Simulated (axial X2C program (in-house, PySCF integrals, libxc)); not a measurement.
# Potential curves of BO⁻, with spin–orbit coupling

Calculated with an axial X2C code built on PySCF integrals. Two-component (2c) means X2C with spin–orbit coupling and atomic mean-field two-electron Coulomb and Gaunt terms. Basis: O dyall-av3z [7s6p3d2f], B dyall-av3z [8s7p3d2f] (cores contracted in-house); Gaussian nuclei, density fitting, unrestricted open shells. Masses: O 15.995 u, B 11.009 u.

State: Ω = 0 (closed shell). Energies in kJ/mol from the fragments at the same level (O- + B). Fits are polynomials in 1 − R0/R over 0.85 to 1.23 times the lowest point R0.

```
 R (Å)     CCSD     BLYP  CCSD(T)
1.0736           -758.19         
1.1229  -823.81  -834.77  -834.32
1.1600  -858.61  -869.65  -870.58
1.1970  -877.69  -889.30  -891.16
1.2340  -884.37  -896.91  -899.38
1.2772  -879.88  -893.93  -896.75
1.3204  -865.20  -881.18  -884.00
1.3759  -835.48  -854.51  -856.86
1.4438           -811.53         
1.5425           -738.55
```

Correlated methods: 10 electrons correlated (number of frozen shells: O 1 s; B 1 s), 206 virtual spin orbitals or spinors in MP2, 90 natural virtuals in coupled cluster.

The state is a single determinant with fixed occupations, the lowest that a limited PBE0 search found. The closed shell is kept restricted, so the energy runs too high when the bond is stretched far. Dissociation energies refer to the lowest single-determinant-based atoms at the same level and basis. CCSD and (T) use frozen natural virtuals with an MP2 correction for the truncation; (T) itself is uncorrected, so its De runs slightly low. In 2c an atomic determinant is not the ground J level, so De misses part of the atomic spin–orbit lowering. This holds for BLYP. Without a current term, density functionals place determinants with orbital angular momentum somewhat too high. The highest occupied level of some functionals is positive through self-interaction error; at Hartree–Fock it is bound. Coupled cluster ran on the points near the minimum only. MP2 and coupled cluster on one determinant become unreliable at the stretched end.

(1) What are Re, ωe and De at the CCSD level?

(2) Fit the BLYP curve near its minimum: give the equilibrium distance, the harmonic wavenumber and the well depth.

(3) What are Re, ωe and De at the CCSD(T) level?

Answers

(1) At CCSD, 2c: Re = 1.239 Å, ωe ≈ 1730 cm⁻¹, De = 9.17 eV to O- + B; Be follows as 1.68 cm⁻¹.

(2) At BLYP, 2c: Re = 1.244 Å, ωe ≈ 1670 cm⁻¹, De = 9.30 eV to O- + B; Be follows as 1.67 cm⁻¹.

(3) At CCSD(T), 2c: Re = 1.246 Å, ωe ≈ 1690 cm⁻¹, De = 9.33 eV to O- + B; Be follows as 1.67 cm⁻¹.
